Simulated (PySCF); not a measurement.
# C3H2S (Thiopropynal): the cost of one run

Programs: PySCF 2.14.0, with routines of our own; each step states its level. All values are computed. Atoms count from 0.

## 1. The starting structure

6 atoms, charge 0, multiplicity 1; geometry from: GFN2-xTB.

## 2. Optimising the geometry at PBE0/6-31+G*

What the job is given:

```
{"job": {"xc": "PBE0", "basis": "6-31+G*", "grid": 1, "kind": "geom"}, "charge": 0, "multiplicity": 1}
C      1.542056    -0.199507    -0.060413
C      0.359889     0.031537    -0.006518
C     -1.016107     0.241430     0.049004
S     -2.110732    -0.956426    -0.088169
H      2.575011    -0.382396    -0.105471
H     -1.346995     1.267351     0.189992
```

The run is started by

```console
> OMP_NUM_THREADS=1 python excited_run.py task.json out
```

One launch serves the whole session: the jobs run in the order shown.

**Question.** How long does this first job take on 1 thread of Arm Neoverse V1, shared host, and how much memory does it need?

About 7 s, with a peak of 0.4 GiB.
